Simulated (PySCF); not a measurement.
Process, species as SMILES: [SiH][SiH3] (SiH-SiH3) (closed-shell singlet) + 2 [H][H] (H2) → 2 [SiH4] (SiH4)
B3LYP-D3(BJ)/def2-TZVP geometries, fixed; electronic energies without zero-point terms.

Effect of the atomic grid (radial, angular points) at wB97M-V/def2-SVP with PySCF, against the last row, where the energy of full hydrogenation is -68.67 kcal/mol.

```
setting                        grid points, largest species  largest shift of a total energy (mEh)  shift of the energy of full hydrogenation (kcal/mol)
-----------------------------  ----------------------------  -------------------------------------  ----------------------------------------------------
atom_grid: 30, 110, unpruned                          19800                                  1.082                                                 0.021
atom_grid: 50, 194, unpruned                          58200                                 -0.018                                                -0.032
atom_grid: 75, 302, unpruned                         135904                                 -0.001                                                -0.002
atom_grid: 99, 590, unpruned                         350464                                  0.000                                                 0.000
atom_grid: 150, 974, unpruned                        876600                                  0.000                                                 0.000
```

Within 0.02 kcal/mol in the energy of full hydrogenation: atom_grid: 75, 302, unpruned; atom_grid: 99, 590, unpruned. The largest shift is 1.082 mEh in a total energy and 0.032 kcal/mol in the difference.
